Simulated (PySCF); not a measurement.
A structure optimised at PBE0-D3(BJ)/def2-TZVP, used in a PySCF frequency run:

```
S
C 1 1.7952
H 2 1.0904 1 107.21
H 2 1.0919 3 108.73 1 120.33
H 2 1.0919 3 108.73 4 119.35
C 1 1.7952 2 99.37 3 180.00
H 6 1.0904 1 107.21 2 180.00
H 6 1.0919 7 108.73 1 -120.33
H 6 1.0919 7 108.73 8 -119.35
```
Charge 0, spin multiplicity 1.

Problem. Write its SMILES, formula and point group.

Solution. CSC, C2H6S, C2v

Problem. What are its rotational constants (standard atomic weights)?

Solution. 18.035, 7.6380, 5.7584 GHz
